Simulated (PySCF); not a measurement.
## Argon: a sound run and one with changed settings

Sound run: Ar [Ar], Ar+ [Ne] 3s2 3p5. All numbers are calculated (PySCF 2.14, no relativity, point nucleus, in def2-TZVP (5s5p2d1f, 37 functions)). The sound run starts from symmetry-adapted Hartree-Fock orbitals and uses a fine grid where one is needed.

Changed run: radial step 0.5 in ln r (0.13 in the sound run). This setting is unsound on purpose.

| species | method | sound run (hartree) | changed run (hartree) | converged |
| --- | --- | --- | --- | --- |
| Ar | UHF | -526.80276 | -526.80276 | yes |
| Ar | B3LYP | -527.54996 | -527.55517 | yes |
| Ar | PBE | -527.32793 | -527.34327 | yes |
| Ar+ | UHF | -526.26721 | -526.26721 | yes |
| Ar+ | B3LYP | -526.96995 | -526.97516 | yes |
| Ar+ | PBE | -526.75119 | -526.76666 | yes |

Ionisation energy of Ar:

```csv
method,sound run (eV),changed run (eV)
UHF,14.573,14.573
B3LYP,15.783,15.783
PBE,15.694,15.691
```

A coarse radial grid mis-integrates the density and the exchange-correlation energy, with errors of either sign; Hartree-Fock needs no grid.

For comparison, NIST gives 15.760 eV between the lowest levels.
